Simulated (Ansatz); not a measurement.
Input for Ansatz (development build ahead of 0.2.0):

```yaml
crystal:
  periodic: [false, false, false]
  atoms:
    - { symbol: C, position_ang: [0.00977, 0.00014, -1.02379] }
    - { symbol: S, position_ang: [-0.00419, 0.00882, 0.58686] }
    - { symbol: H, position_ang: [-0.00906, -0.93326, -1.61508] }
    - { symbol: H, position_ang: [0.00544, 0.92366, -1.61858] }
basis:
  gaussian: { orbitals: cc-pVDZ }
hamiltonian:
  xc: hf
correlation:
  method: mp2
  frozen_orbitals: { C: 1, H: 0, S: 5 }
```

The input is written out in the form of the current development build from the run's settings.

The run gave:

* Converged: yes
* Reference energy: -436.52876 hartree
* Correlation energy: -0.26678 hartree
* Total energy: -436.79554 hartree
* Spin squared of the determinant: 0.000
